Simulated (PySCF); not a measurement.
## CH3, SMILES `[CH3]` (charge 0, multiplicity 2)

Calculation: TPSSh-D3(BJ)/def2-TZVP // B3LYP-D3(BJ)/def2-TZVP (PySCF 2.14.0).

| Quantity | Result |
|---|---|
| highest occupied spin orbital | -6.06 eV |
| dipole moment | 0.00 D |
| total energy | -39.8615 Ha |
| cost | about 29 core-seconds (a rough figure) |

```xyz
4

C      0.0000     0.0000     0.0004
H     -0.8836    -0.6192     0.0016
H      0.9781    -0.4556    -0.0019
H     -0.0945     1.0749    -0.0001
```
Charge 0, spin multiplicity 2.
